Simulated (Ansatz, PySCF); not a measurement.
Molecule: hydrogen peroxide, H$_{2}$O$_{2}$, charge 0, multiplicity 1. 
Coordinates optimised at B3LYP-D3(BJ)/def2-TZVP (Ansatz, an electronic-structure program):
```xyz
4

O      0.0155     0.7238    -0.0702
O     -0.0112    -0.7261    -0.0419
H      0.8057     0.8967     0.4614
H     -0.8394    -0.8786     0.4355
```
Charge 0, spin multiplicity 1.


Wanted: enthalpy of formation at 298 K (from the atomisation energy, B3LYP-D3(BJ)/def2-TZVP harmonic zero-point and thermal terms from PySCF, and the atoms' enthalpies of formation in the G2/97 table; no spin-orbit terms, and no core term in the frozen-core levels), in kcal/mol. Correlated levels leave the core frozen unless marked. Open shells are spin-unrestricted. No spin-orbit coupling. No relativistic terms. The coupled-cluster limit lacks core correlation, which all-electron functionals hold. CBS(X,Y): correlation extrapolated as X^-3; Hartree-Fock from the larger set. The bracket is a focal-point correction in the basis named.

Measured: -32.4 kcal/mol (Active Thermochemical Tables 1.112 (ions: stationary electron), as tabulated in the package chemicals); it holds spin-orbit and relativistic effects, and any other conformers, which these rows lack, and core correlation, which the frozen-core levels lack.

Rank these levels by their absolute error against the measured value, smallest first: MP2/aug-cc-pVDZ (Ansatz); B2PLYP/def2-TZVPD (Ansatz); HF/def2-SVP (Ansatz); CCSD(T)/CBS(def2-TZVPPD,def2-QZVPPD) (Ansatz); B97M-V/def2-TZVPD (Ansatz).

CCSD(T)/CBS(def2-TZVPPD,def2-QZVPPD) (-32.4 kcal/mol, error 0.0), B97M-V/def2-TZVPD (-28.4 kcal/mol, error 4.0), B2PLYP/def2-TZVPD (-25.4 kcal/mol, error 7.0), MP2/aug-cc-pVDZ (-18.0 kcal/mol, error 14.4), HF/def2-SVP (104.3 kcal/mol, error 136.7)
